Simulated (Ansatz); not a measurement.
`N=CC(N)=O` + CH₃SH → `CSC=N` + `NC=O`  (substitution at a C–C bond)

Gas-phase electronic energies from Ansatz, PBE0-D4/def2-TZVP geometries. CBS: MP2 limit from def2 TZ/QZ plus the TZ coupled-cluster correction, frozen cores. This one scheme is used for every species. DFT in def2-TZVPP. Each species was taken in one conformer, which may not be the lowest.

```tsv
species	B97M-V energy (Eh)
`N=CC(N)=O`	-263.41556
CH₃SH	-438.62614
`CSC=N`	-532.10611
`NC=O`	-169.93595
```

Task: Work out ΔE.

Result: ΔE = (-532.10611) + (-169.93595) − (-263.41556) − (-438.62614) = -0.00036 Eh = -0.2 kcal/mol. CCSD(T)/CBS gives +1.4 kcal/mol.

Task: What do rigid-rotor, harmonic-oscillator terms from PBE0-D4/def2-TZVP frequencies (298.15 K, 1 bar) make of the CCSD(T)/CBS value? (An estimate is asked.)

Result: Ansatz gave: ΔZPE = +0.8 kcal/mol, ΔH = +2.2 kcal/mol, ΔS = 3 J/(mol·K), ΔG = +1.9 kcal/mol.

Largest T1 diagnostic among the species: 0.016.

From PBE to PBE0 (25 % exact exchange), in def2-TZVPP and without D4, ΔE moves by +1.7 kcal/mol. In def2-TZVPP, CCSD(T) changes the Hartree–Fock value by −2.1 kcal/mol (the triples alone add −0.7 kcal/mol) and MP2 by −3.7 kcal/mol.
